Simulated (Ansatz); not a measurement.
**SiNH₄− (SMILES [NH-][SiH3]): functionals against CCSD(T) at one geometry**

How do the functionals fare away from a minimum? The structure is a structure displaced at random from a GFN2-xTB minimum.

Method: single points in def2-TZVPPD; program: Ansatz 0.2.0, Gaussian basis.

Cores are frozen in the correlated methods.

## (1) The starting structure

SMILES `[NH-][SiH3]`, 6 atoms, charge -1, spin multiplicity 1.

Atoms are counted from 1 here; the program's logs count them from 0.

Bond lengths: N1–Si2 1.735 Å, N1–H3 1.050 Å, Si2–H4 1.563 Å, Si2–H5 1.569 Å, Si2–H6 1.556 Å. Angles: Si2–N1–H3 113.5°, N1–Si2–H4 120.2°, N1–Si2–H5 121.5°, N1–Si2–H6 106.0°, H4–Si2–H5 99.0°, H4–Si2–H6 103.8°, H5–Si2–H6 104.3°.

As a file:

```xyz
6
H4NSi
N     0.5933   -0.8538    0.9769
Si   -0.1566    0.2838   -0.0976
H     1.0302   -1.6706    0.4824
H    -1.3789   -0.1483   -0.9704
H     0.6702    1.0438   -1.1931
H    -0.7281    1.4156    0.8051
```

## (2) CCSD(T)/def2-TZVPPD

The input, run/in.yaml:

```yaml
crystal:
  periodic: [false, false, false]
  atoms:
    - {symbol: N, position_ang: [0.593300, -0.853800, 0.976900]}
    - {symbol: Si, position_ang: [-0.156600, 0.283800, -0.097600]}
    - {symbol: H, position_ang: [1.030200, -1.670600, 0.482400]}
    - {symbol: H, position_ang: [-1.378900, -0.148300, -0.970400]}
    - {symbol: H, position_ang: [0.670200, 1.043800, -1.193100]}
    - {symbol: H, position_ang: [-0.728100, 1.415600, 0.805100]}
basis:
  gaussian: {orbitals: "def2-TZVPPD.json"}
total_charge: -1
correlation: {method: ccsd_t}
output: {forces: true}
```

The basis file named in the input lies beside it (Basis Set Exchange, JSON).

The command line of these runs was not kept.

## (3) PBE0-D4/def2-TZVPPD

run/in.yaml: that of step 2 with these lines changed.

```diff
@@ -12,3 +12,3 @@
 total_charge: -1
-correlation: {method: ccsd_t}
-output: {forces: true}
+hamiltonian: {xc: pbe0, dispersion: d4}
+output: {forces: true, orbitals: {seedname: orbitals}}
```

## (4) wB97M-V/def2-TZVPPD

run/in.yaml: that of step 3 with these lines changed.

```diff
@@ -12,3 +12,3 @@
 total_charge: -1
-hamiltonian: {xc: pbe0, dispersion: d4}
-output: {forces: true, orbitals: {seedname: orbitals}}
+hamiltonian: {xc: {name: wB97M-V}}
+output: {forces: true}
```

## (5) r2SCAN-D4/def2-TZVPPD

run/in.yaml: that of step 4 with these lines changed.

```diff
@@ -12,3 +12,3 @@
 total_charge: -1
-hamiltonian: {xc: {name: wB97M-V}}
+hamiltonian: {xc: r2scan, dispersion: d4}
 output: {forces: true}
```

## (6) PBE-D4/def2-TZVPPD

run/in.yaml: that of step 5 with these lines changed.

```diff
@@ -12,3 +12,3 @@
 total_charge: -1
-hamiltonian: {xc: r2scan, dispersion: d4}
+hamiltonian: {xc: pbe, dispersion: d4}
 output: {forces: true}
```

## (7) BHLYP-D4/def2-TZVPPD

run/in.yaml: that of step 6 with these lines changed.

```diff
@@ -12,3 +12,3 @@
 total_charge: -1
-hamiltonian: {xc: pbe, dispersion: d4}
+hamiltonian: {xc: {name: BHLYP}, dispersion: d4}
 output: {forces: true}
```

## (8) BLYP-D4/def2-TZVPPD

run/in.yaml: that of step 7 with these lines changed.

```diff
@@ -12,3 +12,3 @@
 total_charge: -1
-hamiltonian: {xc: {name: BHLYP}, dispersion: d4}
+hamiltonian: {xc: {name: BLYP}, dispersion: d4}
 output: {forces: true}
```

(Steps that only read results are left out.)

Q: Predict the outcome of this session. Wanted: RMS force component; RMS force error; HOMO and LUMO, PBE0-D4; T1 diagnostic.

As calculated:

```
              quantity                                                                                            value
   RMS force component                                                             0.501 to 0.846 eV/Å over the methods
       RMS force error  PBE0-D4 0.132, wB97M-V 0.116, r2SCAN-D4 0.102, PBE-D4 0.155, BHLYP-D4 0.256, BLYP-D4 0.130 eV/Å
HOMO and LUMO, PBE0-D4                                                                                -0.12 and 4.44 eV
         T1 diagnostic                                                                                            0.015
```

What this shows: On forces the order runs from r2SCAN-D4 to BHLYP-D4. Frozen-core CCSD(T) forces in triple zeta carry basis errors of their own, and this is one geometry, so small gaps rank nothing.
